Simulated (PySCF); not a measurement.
## Building multiplets from coupling constants

Geometry:
```tsv
atom	x (Å)	y (Å)	z (Å)
N1	-1.641	1.961	0.864
C2	-1.145	1.005	0.441
C3	-0.501	-0.201	-0.063
C4	0.970	-0.261	0.272
N5	1.807	-0.610	-0.608
H6	-1.010	-1.072	0.387
H7	-0.617	-0.274	-1.154
H8	1.229	-0.001	1.316
H9	2.754	-0.627	-0.218
```

Theoretical values (PySCF 2.14.0 with density-fitted response routines): J couplings at B3LYP/pcJ-1, geometry: PBE0-D3(BJ)/def2-SVP, shielding tensors at B3LYP/pcSseg-2 (GIAO). Single conformer, in vacuum, fast rotation and ring inversion assumed for equivalent nuclei, no relativistic terms.

Scale: 13C (σref 179.19) and 1H (σref 31.39) vs TMS (reference shieldings calculated alike).

Spectrometer: 500 MHz for 1H. First-order analysis; couplings under 1 Hz (under 4 Hz in carbon signals) are ignored, and nearly equal couplings are merged; the smaller ones broaden or split the lines further.

Question: What pattern does C4 show in the proton-coupled 13C spectrum?

Answer: A doublet of triplets at δ 177.6: 172.8 Hz to H8 (1 × 1H, 1 bond away), 8.4 Hz to H6/H7 (2 × 1H, 2 bonds away). Lines in Hz from the centre (relative intensity): +94.8 (1), +86.4 (2), +78.0 (1), -78.0 (1), -86.4 (2), -94.8 (1). The outer lines are 189.6 Hz apart, the sum of the couplings kept, or 1.508 ppm at this field.

Question: What pattern does H8 show (1H)?

Answer: A triplet at δ 8.30: 5.3 Hz to H6/H7 (2 × 1H, 3 bonds away). Lines in Hz from the centre (relative intensity): +5.3 (1), +0.0 (2), -5.3 (1). The outer lines are 10.6 Hz apart, the sum of the couplings kept, or 0.021 ppm at this field.

Question: What pattern does H6/H7 show (1H)?

Answer: A doublet at δ 3.17: 5.3 Hz to H8 (1 × 1H, 3 bonds away). Lines in Hz from the centre (relative intensity): +2.6 (1), -2.6 (1). The outer lines are 5.3 Hz apart, the sum of the couplings kept, or 0.011 ppm at this field.

OH and NH positions are those of a molecule without intermolecular hydrogen bonds; in solution they move with solvent, concentration and temperature, and exchange usually removes their couplings. Unscaled 3J(H,H) at this level run about 10 % above measured values. Couplings across =CH–CH2 type bonds come from one rotamer and its mirror image, and can be 1–2 Hz further off.
